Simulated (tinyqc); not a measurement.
Ways to converge the cycle: SCF convergence aids in the sto-3g basis, for CH, spin multiplicity 4. Computed by the program tinyqc with PySCF. UHF with one setting changed at a time; a run stops when the energy changes by less than 1e-09 hartree and the error matrix is below 1e-5. The start is random orbitals. Damping d keeps d of the old density; a shift (hartree) raises the virtual levels; DIIS n extrapolates F over n matrices.

Geometry (angstrom):

| atom | x | y | z |
|---|---|---|---|
| C | 0.0000 | 0.0000 | 0.0000 |
| H | 0.0000 | 0.0000 | 1.0260 |

lowest solution found by these runs and by PySCF with stability checks = -37.789538 hartree

Largest element of the error matrix X^T (FDS - SDF) X:

| iteration | plain | damping 0.3 | damping 0.6 | shift 0.4 | DIIS 3 | DIIS 8 |
|---|---|---|---|---|---|---|
| 1 | 4.4e+00 | 4.4e+00 | 4.4e+00 | 4.4e+00 | 4.4e+00 | 4.4e+00 |
| 2 | 3.9e-01 | 1.6e+00 | 2.8e+00 | 5.4e-01 | 3.9e-01 | 3.9e-01 |
| 3 | 6.8e-02 | 5.7e-01 | 1.8e+00 | 1.8e-01 | 6.6e-02 | 6.6e-02 |
| 4 | 3.3e-02 | 2.1e-01 | 1.1e+00 | 1.3e-01 | 2.5e-02 | 2.5e-02 |
| 5 | 1.5e-02 | 7.8e-02 | 7.1e-01 | 8.6e-02 | 9.3e-03 | 8.8e-03 |
| 6 | 9.3e-03 | 3.0e-02 | 4.5e-01 | 5.5e-02 | 3.6e-03 | 3.1e-03 |
| 8 | 3.6e-03 | 1.0e-02 | 1.8e-01 | 2.2e-02 | 1.8e-04 | 1.1e-04 |
| 10 | 1.4e-03 | 5.2e-03 | 7.5e-02 | 9.6e-03 | 1.7e-05 | 1.6e-06 |
| 14 | 1.9e-04 | 1.4e-03 | 1.3e-02 | 2.6e-03 | - | - |
| 20 | 1.0e-05 | 2.2e-04 | 3.0e-03 | 3.5e-04 | - | - |
| 30 | - | 9.2e-06 | 5.3e-04 | 1.2e-05 | - | - |
| 45 | - | - | 4.2e-05 | - | - | - |

How each run ends:

| run | iterations | E (hartree) | state |
|---|---|---|---|
| plain | 21 | -37.78954 | lowest found |
| damping 0.3 | 30 | -37.78954 | lowest found |
| damping 0.6 | 54 | -37.78954 | lowest found |
| shift 0.4 | 31 | -37.78954 | lowest found |
| DIIS 3 | 12 | -37.78954 | lowest found |
| DIIS 8 | 11 | -37.78954 | lowest found |

What does the comparison show, and why?

6 of 6 runs reach the lowest solution found, in 11 to 54 iterations (fastest: DIIS 8). Plain steps already contract here, so damping only slows them. DIIS 3 and DIIS 8 gain by cancelling the error over several earlier matrices, much as a quasi-Newton step does.
